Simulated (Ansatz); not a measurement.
The reference is Mo in the bcc (W type) structure (space group Im-3m, No. 229; a = 3.161 Å).

Calculations: PBE (Ansatz, an electronic-structure program, PAW, no spin-orbit coupling).

It is then changed as follows: every Mo is replaced by Nb; the structure is relaxed again.

Measured lattice parameter a: Mo 3.141 Å (static lattice; corrected from measurement; as listed in Daniel Mejia-Rodriguez, S. B. Trickey, Phys. Rev. B (2018)); Nb 3.294 Å (static lattice; corrected from measurement; as listed in Daniel Mejia-Rodriguez, S. B. Trickey, Phys. Rev. B (2018)).

Question: How well does PBE reproduce the measured shift?

Answer: With PBE the lattice parameter a moves by +0.149 Å (3.161 → 3.310) against +0.153 Å measured.

Stability against distortions was not tested. All final runs are without spin polarisation.
